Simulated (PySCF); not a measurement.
LiO⁺: from constants to spectrum

UHF-CCSD(T) constants of LiO⁺, ³Σ⁻ (triplet), unpaired electrons π ↑↑ (Li aug-cc-pVDZ, O aug-cc-pVDZ; no relativity (PySCF 2.14); masses 7.0160 and 15.9949 u):

* ωe: 337.4 cm⁻¹
* ωexe: 6.98 cm⁻¹
* Be: 0.79046 cm⁻¹
* αe: 0.0239 cm⁻¹
* De to Li⁺ + O: 0.51 eV

Problem. What force constant and bond length do these constants imply?

Solution. Reduced mass μred = 4.8768 u; k = 5.8918×10⁻⁷·μred·ωe² (u, cm⁻¹, mdyn/Å) = 0.327 mdyn/Å; Re = √(16.8576/(μred·Be)) (u, cm⁻¹, Å) = 2.091 Å.

Problem. Estimate the centrifugal constant D from the Kratzer relation and find the Dunham coefficient a1.

Solution. D = 4Be³/ωe² = 1.74e-05 cm⁻¹; a1 = −1 − αeωe/(6Be²) = -3.15.

Correlated steps freeze 1 core orbital. Correlated levels converge slowly with the basis: in double zeta they bind strong bonds too weakly, by up to about 1 eV, and carry superposition errors of some tenths. For an ion De counts to the pair picked by the measured ionisation energies or electron affinities, which need not be the lowest pair at this level. The state is the lowest determinant that a PBE0 search found; another state may lie lower at other levels.
